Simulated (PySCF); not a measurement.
## How the method moves the HOMO and LUMO of `CP(C)(=O)O`

Species: C2H7O2P.
Atom-mapped SMILES: `[CH3:1][P:2]([CH3:3])(=[O:4])[OH:5]` (hydrogens: H6, H7, H8 on C1; H9, H10, H11 on C3; H12 on O5)

Structure used (PBE0-D3(BJ)/def2-SVP), in Å, numbered top down from 1:
```
atom  x, y, z in Å
C1     0.621   -0.153   -1.417
P2     0.422    0.187    0.344
C3    -1.056   -0.699    0.884
O4     1.636   -0.046    1.175
O5    -0.072    1.747    0.349
H6    -0.270    0.143   -1.987
H7     1.491    0.418   -1.774
H8     0.820   -1.225   -1.562
H9    -1.231   -0.451    1.941
H10   -1.935   -0.408    0.292
H11   -0.889   -1.782    0.800
H12    0.503    2.244    0.947
```

Basis pcSseg-2 throughout (PySCF), one geometry. One conformer (not necessarily the lowest) at the PBE0-D3(BJ)/def2-SVP geometry, without solvent, vibrations or thermal averaging.

Question: How do the orbital energies, the gap and the dipole change with the method?

Answer: 
```
  method           kind  HOMO (eV)  LUMO (eV)  gap (eV)  μ (D)  SCF cycles
    BLYP            GGA      -6.31      -0.51      5.80   2.86          15
    OPBE            GGA      -6.32      -0.33      6.00   2.79          15
   B97-D            GGA      -6.39      -0.34      6.05   2.87          16
     PBE            GGA      -6.41      -0.48      5.93   2.84          15
     KT3            GGA      -6.50      -0.68      5.82   2.81          16
    BP86            GGA      -6.51      -0.34      6.18   2.86          15
     KT2            GGA      -6.52      -0.52      6.01   2.84          16
     LDA            LDA      -6.60      -0.57      6.03   2.89          15
   B3LYP  global hybrid      -7.67      -0.09      7.58   2.99          14
    PBE0  global hybrid      -7.90       0.24      8.14   2.99          14
mPW1PW91  global hybrid      -7.93       0.23      8.15   3.00          14
      HF   Hartree–Fock     -11.59       2.34     13.93   3.32          10
```

The HOMO spans 5.28 eV, from BLYP down to HF, and the gap runs from 5.80 eV (BLYP) to 13.93 eV (HF). Over the methods BLYP (0 %), OPBE (0 %), B97-D (0 %), PBE (0 %), KT3 (0 %), BP86 (0 %), KT2 (0 %), LDA (0 %), B3LYP (20 %), PBE0 (25 %), mPW1PW91 (25 %), HF (100 %), a straight line through the gap against the share of exact exchange rises by 0.80 eV for each 10 % (correlation coefficient 0.999). The dipole ranges from 2.79 D (OPBE) to 3.32 D (HF). This basis has no diffuse functions.
